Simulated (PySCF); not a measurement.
# H3NO (hydroxylamine): levels of theory compared

Wanted: a comparison of 5 runs (r2SCAN/STO-3G, wB97X-V/STO-3G, MP2/STO-3G, CCSDT/STO-3G, CISD/STO-3G) of H3NO (hydroxylamine). Input form: a Python script.

The calculation is run with PySCF 2.14.0.

9 further runs of the same task are left out: 9 set aside as unsound or not needed.

## Step 1: The system as given

H3NO: 5 atoms, total charge 0, spin state singlet. SMILES: `NO`. The O2–H5 distance was set to 2.706 Å, away from the relaxed value. At this shape a bond of the SMILES string is far longer than usual.

Bond lengths: N1–O2 1.432 Å, N1–H3 1.020 Å, N1–H4 1.020 Å. Angles: O2–N1–H3 105.6°, O2–N1–H4 105.6°, H3–N1–H4 107.4°.

## Step 2: A single-point energy at r2SCAN/STO-3G (run 1)

Input file run.py:

```python
from pyscf import gto, dft

molecule = gto.M(
    atom='''
N     -2.902542    -1.843483     1.113617
O     -1.861983     0.123136     2.653140
H     -2.870152    -3.430286     2.206219
H     -4.750278    -1.367026     0.845843
H      2.127151     1.913593     0.001002
''',
    max_memory=1860,
    unit='bohr',
    basis='sto-3g',
    verbose=3,
)

calc0 = dft.RKS(molecule)
calc0.xc = 'r2scan'
calc0.grids.level = 5
calc0.conv_tol = 1e-10
calc0.kernel()
if not calc0.converged:
    calc0 = calc0.newton().run(calc0.mo_coeff, calc0.mo_occ)

etot = calc0.e_tot
print(f'total energy: {etot:.8f} hartree')
```

On the command line:

```sh
$ OMP_NUM_THREADS=1 python run.py
```

Output:

```text
SCF not converged.
SCF energy = -129.249878335948
converged SCF energy = -129.647629192927
total energy: -129.64762919 hartree
```

It took 18 s on 1 thread of Arm Neoverse V1, shared host; peak memory 0.24 GiB.

## Step 3: A single-point energy at wB97X-V/STO-3G (run 2)

Input file input.xyz:

```xyz
5
H3NO
N     -1.535959    -0.975529     0.589301
O     -0.985319     0.065161     1.403981
H     -1.518819    -1.815229     1.167481
H     -2.513739    -0.723399     0.447601
H      1.125640     1.012630     0.000530
```

Input file run.py:

```python
from pyscf import gto, dft

system = gto.M(
    atom='input.xyz',
    verbose=4,
    basis='sto-3g',
    max_memory=1860,
    charge=0,
)

ks = dft.RKS(system, xc='wb97x-v')
ks.conv_tol = 1e-10
ks.grids.level = 5
ks.nlcgrids.level = 1
ks.kernel()
if not ks.converged:
    ks = ks.newton().run(ks.mo_coeff, ks.mo_occ)

etot = ks.e_tot
print('Final energy', etot)
```

On the command line:

```sh
$ OMP_NUM_THREADS=1 python run.py
```

Output:

```text
PySCF version 2.14.0

[... 88 lines left out ...]
converged SCF energy = -129.618420042788
Final energy -129.61842004278802
```

It took 17 s on 1 thread of Arm Neoverse V1, shared host; peak memory 0.17 GiB.

Run 3 isn't shown in full; the table further down has it.

## Step 4: A single-point energy at CCSDT/STO-3G (run 4)

Input file input.py:

```python
from pyscf import gto, scf, cc

molecule = gto.Mole()
molecule.atom = '''
N     -1.535959    -0.975529     0.589301
O     -0.985319     0.065161     1.403981
H     -1.518819    -1.815229     1.167481
H     -2.513739    -0.723399     0.447601
H      1.125640     1.012630     0.000530
'''
molecule.basis = 'sto-3g'
molecule.verbose = 4
molecule.spin = 0
molecule.max_memory = 1860
molecule.build()

myscf = scf.RHF(molecule)
myscf.conv_tol = 1e-10
myscf.kernel()
if not myscf.converged:
    myscf = myscf.newton().run(myscf.mo_coeff, myscf.mo_occ)

mycc = cc.CCSDT(myscf, frozen=2)
mycc.kernel()
etot = mycc.e_tot
print('E = %.10f Eh' % etot)
```

On the command line:

```sh
$ OMP_NUM_THREADS=1 python input.py
```

Output:

```text
PySCF version 2.14.0

[... 65 lines left out ...]
converged SCF energy = -128.886303744208
[... 16 lines left out ...]
WARN: A large `blksize` is being used, which may cause large memory consumption
[... 13 lines left out ...]
Init t2, MP2 energy = -129.170433636117  E_corr(MP2) -0.284129891909
[... 26 lines left out ...]
RCCSDT converged
[... 3 lines left out ...]
E = -129.2460591051 Eh
```

Run time: 1.3 s. Hardware: 1 thread of Arm Neoverse V1, shared host; peak memory 0.1 GiB.

## Step 5: The energy at CISD/STO-3G (run 5)

Input file input.py:

```python
from pyscf import gto, ci

molecule = gto.M(
    atom='''
N     -1.535959    -0.975529     0.589301
O     -0.985319     0.065161     1.403981
H     -1.518819    -1.815229     1.167481
H     -2.513739    -0.723399     0.447601
H      1.125640     1.012630     0.000530
''',
    basis='sto-3g',
    verbose=3,
    max_memory=1860,
    spin=0,
)

calc0 = molecule.RHF()
calc0.conv_tol = 1e-10
calc0.kernel()
if not calc0.converged:
    calc0 = calc0.newton().run(calc0.mo_coeff, calc0.mo_occ)

cisd = ci.CISD(calc0, frozen=2)
cisd.kernel()
energy = cisd.e_tot
print('Final energy', energy)
```

On the command line:

```sh
$ OMP_NUM_THREADS=1 python input.py
```

Output:

```text
converged SCF energy = -128.886303744208
E(RCISD) = -129.1984926472878  E_corr = -0.312188903079356
Final energy -129.19849264728782
```

It took 0.85 s on 1 thread of Arm Neoverse V1, shared host; peak memory 0.12 GiB.

## Step 6: Overview of the runs

| run | level | nlc grid | integration grid | energy (Eh) | dipole moment (D) of the reference | HOMO energy (eV) | LUMO energy (eV) | wall time |
| --- | --- | --- | --- | --- | --- | --- | --- | --- |
| 1 | r2SCAN/STO-3G | – | 5 | -129.647629 | 2.91 | -2.40 | -1.81 | 18 s |
| 2 | wB97X-V/STO-3G | 1 | 5 | -129.618420 | 2.71 | -4.84 | 0.74 | 17 s |
| 3 | MP2/STO-3G | – | – | -129.170434 | 2.13 | -4.61 | 1.38 | 0.81 s |
| 4 | CCSDT/STO-3G | – | – | -129.246059 | 2.13 | -4.61 | 1.38 | 1.3 s |
| 5 | CISD/STO-3G | – | – | -129.198493 | 2.13 | -4.61 | 1.38 | 0.85 s |

## Step 7: Outcome

| quantity | value |
| --- | --- |
| run 5: total energy | -129.19849 Eh |
| run 5: dipole moment (Hartree–Fock density) | 2.13 D |
| run 5: HOMO energy (Hartree–Fock orbitals) | -4.61 eV |
| run 5: LUMO energy (Hartree–Fock orbitals) | 1.38 eV |
| run 5: HOMO–LUMO gap (Hartree–Fock orbitals) | 5.99 eV |
| run 5: correlation energy (2 core orbitals frozen) | -312.2 mEh |

What this shows: Totals of different functionals can't be ranked against each other. In runs 1, 2, 3, 4, 5 the basis is minimal, so the values are rough. In runs 1, 2, 3, 5 a closed-shell determinant meets a far-stretched bond, which it describes badly. All runs together took 38 s, the longest 18 s.
